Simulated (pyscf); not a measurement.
H₂N–B(OH)–F + hydrogen fluoride (HF) → HO–B(F)–F + ammonia (NH₃) (four-centre exchange; singlet surface; B–N, F–H broken, B–F, H–N formed). Structures and frequencies: ωB97X-D3(BJ)/def2-SVP in PySCF. Correlated levels are frozen-core, on RHF or UHF. ΔMP2 is the change of the MP2 total energy from the triple- to the quadruple-zeta basis. Energies in kcal/mol from the separated reactants.

```csv
level,barrier,reaction energy
r²SCAN/def2-TZVP,6.4,-10.4
B3LYP-D3(BJ)/def2-TZVP,10.4,-9.6
ωB97M-D3(BJ)/def2-TZVP,9.5,-9.5
HF/def2-TZVP,24.6,-11.9
CCSD/def2-TZVPP,14.0,-9.4
CCSD(T)/def2-TZVPP,11.7,-9.2
CCSD(T)/def2-TZVPP + ΔMP2(QZVPP),12.7,-8.6
```

Of the functionals in the table, B3LYP-D3(BJ) is closest to CCSD(T)/def2-TZVPP + ΔMP2(QZVPP) in the barrier (2.3 kcal/mol apart) and r²SCAN least close (6.3 kcal/mol); that level has limits of its own. On the reactant side the descent ends in a complex, 6.5 kcal/mol under the separated species and 16.3 kcal/mol under the saddle at ωB97X-D3(BJ)/def2-TZVP. On the product side the descent ends in an adduct with a B–N contact, 14.4 kcal/mol under the separated species and 33.4 kcal/mol under the saddle at ωB97X-D3(BJ)/def2-TZVP. What is counted as broken (B–N) persists as a longer contact in the product adduct; parting that adduct is a step of its own. At ωB97X-D3(BJ)/def2-TZVP the barrier from the zero used here is 9.8 kcal/mol. One saddle was located; it need not be the lowest between these sides. The CCSD(T) − MP2 part came from Ansatz, without density fitting, on the same reference.
